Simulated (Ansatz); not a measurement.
# CHAlN: the cost of one run

Method: def2-QZVPP, core rule «outside noble gas», up to 7 orbitals frozen; program: Ansatz 0.2.0, Gaussian basis.

Plan: UHF; ROHF; CCSD(T) on UHF.

2 further runs of the same task are left out: 2 set aside as unsound or not needed.

## 1. The geometry

The geometry is a PBE0/def2-TZVP stationary point (not a proven minimum).

4 atoms, charge 0, spin multiplicity 2.

Atoms are counted from 1 here; the program's logs count them from 0.

Bond lengths: Al1–C2 2.161 Å, Al1–N3 2.007 Å, C2–N3 1.217 Å, C2–H4 1.095 Å. Angles: C2–Al1–N3 33.7°, Al1–C2–N3 66.2°, Al1–C2–H4 157.1°, N3–C2–H4 136.7°, Al1–N3–C2 80.1°.

## 2. UHF

in.yaml reads:

```yaml
crystal:
  periodic: [false, false, false]
  atoms:
    - {symbol: Al, position_ang: [0.000000, 0.105264, 1.006952]}
    - {symbol: C, position_ang: [0.000000, 0.485411, -1.119862]}
    - {symbol: N, position_ang: [0.000000, -0.696891, -0.832779]}
    - {symbol: H, position_ang: [0.000000, 1.082252, -2.038110]}
basis:
  gaussian: {orbitals: "def2-QZVPP.json"}
magnetization: {spin_polarized: true, initial_magnetization: 1}
hamiltonian: {xc: hf}
output: {orbitals: {seedname: orbitals}}
```

Run with:

```sh
$ ansatz run in.yaml --threads 1 --pin off --events-out ev --progress --plain --max-ram 2393MiB
```

Q: Estimate wall time and peak memory on 1 thread of Arm Neoverse V2, shared host.

About 27 s, with a peak of 0.5 GiB.
